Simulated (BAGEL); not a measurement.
# HF/3-21G (density fitting with qzvpp-jkfit) run of C2HF3O (SMILES FC1OC1(F)F)

What is the energy change on altering one bond length of C2HF3O at HF/3-21G (density fitting with qzvpp-jkfit)? 

The results are computed with BAGEL 1.2.2.

1 further run of the same task is left out (set aside as unsound or not needed).

## (1) Starting point

C2HF3O has 7 atoms, charge 0, and is taken as a singlet. As SMILES, `FC1OC1(F)F`. Geometry: relaxed at PBE0-D4/def2-TZVP.

Bond lengths: F1–C2 1.334 Å, C2–O3 1.424 Å, C2–C4 1.445 Å, O3–C4 1.366 Å, C4–F5 1.322 Å, C4–F6 1.326 Å, C2–H7 1.086 Å. Some angles: F1–C2–O3 115.2°, F1–C2–C4 119.8°, O3–C2–C4 56.8°, C2–O3–C4 62.4°, C2–C4–O3 60.8°, C2–C4–F5 121.9°, C2–C4–F6 123.1°, O3–C4–F5 116.9°, O3–C4–F6 116.4°, F5–C4–F6 109.4°.

## (2) The energy at HF/3-21G (density fitting with qzvpp-jkfit)

hf.json

```json
{ "bagel" : [

{
  "title" : "molecule",
  "basis" : "3-21g",
  "df_basis" : "qzvpp-jkfit",
  "angstrom" : "true",
  "geometry" : [
    { "atom" : "F", "xyz" : [   -0.633400,   -1.685800,    0.231100 ] },
    { "atom" : "C", "xyz" : [   -0.181400,   -0.473900,    0.556500 ] },
    { "atom" : "O", "xyz" : [    1.148600,   -0.190200,    0.135600 ] },
    { "atom" : "C", "xyz" : [    0.132100,    0.478800,   -0.484100 ] },
    { "atom" : "F", "xyz" : [   -0.069200,    0.209600,   -1.763100 ] },
    { "atom" : "F", "xyz" : [    0.091600,    1.791700,   -0.299600 ] },
    { "atom" : "H", "xyz" : [   -0.427000,   -0.198200,    1.577800 ] }
  ]
},
{
  "title" : "hf"
},
{
  "title" : "print",
  "file" : "orbitals.molden",
  "orbitals" : "true"
}

]}
```

Command:

```bash
$ BAGEL_NUM_THREADS=1 BAGEL hf.json > hf.out
```

Standard output:

```text
* using 1 threads per process

  ===============================================================
  ===============================================================

  *** Geometry ***

  { "atom" : "F", "xyz" : [     -1.196953,     -3.185700,      0.436716 ] },
  { "atom" : "C", "xyz" : [     -0.342796,     -0.895541,      1.051633 ] },
  { "atom" : "O", "xyz" : [      2.170539,     -0.359426,      0.256247 ] },
  { "atom" : "C", "xyz" : [      0.249633,      0.904801,     -0.914816 ] },
  { "atom" : "F", "xyz" : [     -0.130769,      0.396087,     -3.331776 ] },
  { "atom" : "F", "xyz" : [      0.173099,      3.385822,     -0.566162 ] },
  { "atom" : "H", "xyz" : [     -0.806913,     -0.374544,      2.981610 ] },

  Number of auxiliary basis functions:      476

  Since a DF basis is specified, we compute 2- and 3-index integrals:
    o Being stored without compression. Storage requirement is 0.012 GB

  Number of basis functions:       56
  Number of electrons      :       48

    * METHOD: MOLECULE                             0.16

  *** RHF ***

  === Nuclear Repulsion ===
   258.0907680570

      * DIIS with orbital gradients will be used.

  === RHF iteration (3-21g) ===
      0       -446.72802777          0.03164951           0.04
      1       -446.89062710          0.02022963           0.04
      2       -446.96886806          0.00172729           0.04
      3       -446.97042608          0.00060486           0.04
      4       -446.97055592          0.00020751           0.04
      5       -446.97058237          0.00004292           0.04
      6       -446.97058367          0.00001317           0.04
      7       -446.97058373          0.00000407           0.04
      8       -446.97058374          0.00000118           0.04
      9       -446.97058374          0.00000041           0.04
     10       -446.97058374          0.00000015           0.04
     11       -446.97058374          0.00000005           0.04
     12       -446.97058374          0.00000002           0.04
     13       -446.97058374          0.00000001           0.04
    * SCF iteration converged.

    * Permanent dipole moment:
           (    0.595974,    -0.189487,    -0.743115) a.u.

    * METHOD: HF                                   0.63

    * METHOD: PRINT                                0.01

  ===============================================================
```

It took 1.1 s on 1 thread of AMD EPYC 7B13 (Zen 3), shared host; peak memory 0.086 GiB.

## (3) The distorted shape at the same level

calc.json

```json
{ "bagel": [

{
  "title": "molecule",
  "basis": "3-21g",
  "df_basis": "qzvpp-jkfit",
  "angstrom": true,
  "geometry": [
    { "atom": "F", "xyz": [      -0.627324,      -1.882753,       0.203422 ] },
    { "atom": "C", "xyz": [      -0.175324,      -0.670853,       0.528822 ] },
    { "atom": "O", "xyz": [       1.154676,      -0.387153,       0.107922 ] },
    { "atom": "C", "xyz": [       0.138176,       0.281847,      -0.511778 ] },
    { "atom": "F", "xyz": [      -0.063124,       0.012647,      -1.790778 ] },
    { "atom": "F", "xyz": [       0.091600,       1.791700,      -0.299600 ] },
    { "atom": "H", "xyz": [      -0.420924,      -0.395153,       1.550122 ] }
  ]
},

{
  "title": "hf"
},

{
  "title": "print",
  "file": "orbitals.molden",
  "orbitals": true
}

]}
```

Command:

```bash
$ BAGEL_NUM_THREADS=1 BAGEL calc.json > calc.out
```

Standard output:

```text
* using 1 threads per process

  ===============================================================
  ===============================================================

  *** Geometry ***

  { "atom" : "F", "xyz" : [     -1.185471,     -3.557888,      0.384412 ] },
  { "atom" : "C", "xyz" : [     -0.331314,     -1.267728,      0.999329 ] },
  { "atom" : "O", "xyz" : [      2.182021,     -0.731613,      0.203943 ] },
  { "atom" : "C", "xyz" : [      0.261115,      0.532614,     -0.967120 ] },
  { "atom" : "F", "xyz" : [     -0.119287,      0.023899,     -3.384080 ] },
  { "atom" : "F", "xyz" : [      0.173099,      3.385822,     -0.566162 ] },
  { "atom" : "H", "xyz" : [     -0.795431,     -0.746731,      2.929306 ] },

  Number of auxiliary basis functions:      476

  Since a DF basis is specified, we compute 2- and 3-index integrals:
    o Being stored without compression. Storage requirement is 0.012 GB

  Number of basis functions:       56
  Number of electrons      :       48

    * METHOD: MOLECULE                             0.16

  *** RHF ***

  === Nuclear Repulsion ===
   251.2716789912

      * DIIS with orbital gradients will be used.

  === RHF iteration (3-21g) ===
      0       -446.67127857          0.03334534           0.04
      1       -446.84311430          0.02273346           0.04
      2       -446.94493619          0.00195457           0.04
      3       -446.94716472          0.00060655           0.04
      4       -446.94732351          0.00024293           0.04
      5       -446.94736019          0.00005266           0.04
      6       -446.94736221          0.00002145           0.04
      7       -446.94736238          0.00000701           0.04
      8       -446.94736241          0.00000274           0.04
      9       -446.94736241          0.00000119           0.04
     10       -446.94736241          0.00000049           0.04
     11       -446.94736241          0.00000021           0.04
     12       -446.94736241          0.00000008           0.04
     13       -446.94736241          0.00000004           0.04
     14       -446.94736241          0.00000002           0.04
     15       -446.94736241          0.00000001           0.04
    * SCF iteration converged.

    * Permanent dipole moment:
           (    0.578894,     0.107184,    -0.743898) a.u.

    * METHOD: HF                                   0.71

    * METHOD: PRINT                                0.01

  ===============================================================
```

Run time: 1.1 s. Hardware: 1 thread of AMD EPYC 7B13 (Zen 3), shared host; peak memory 0.086 GiB.

## (4) What came out

Level: HF/3-21G (density fitting with qzvpp-jkfit).

```
                                                         quantity          value
                                        first shape: total energy  -446.97058 Eh
                                       first shape: dipole moment         2.47 D
                                         first shape: HOMO energy      -13.45 eV
                                         first shape: LUMO energy        7.06 eV
                                       first shape: HOMO–LUMO gap       20.50 eV
                                    distorted shape: total energy  -446.94736 Eh
                                   distorted shape: dipole moment         2.41 D
                                     distorted shape: HOMO energy      -13.82 eV
                                     distorted shape: LUMO energy        6.07 eV
                                   distorted shape: HOMO–LUMO gap       19.89 eV
energy change with the C4–F6 bond stretched from 1.326 to 1.525 Å       0.632 eV
```

What this shows: With the C4–F6 bond stretched from 1.326 to 1.525 Å the energy rises by 0.63 eV (61.0 kJ/mol). The first shape isn't relaxed at this level, so the change isn't measured from a minimum.
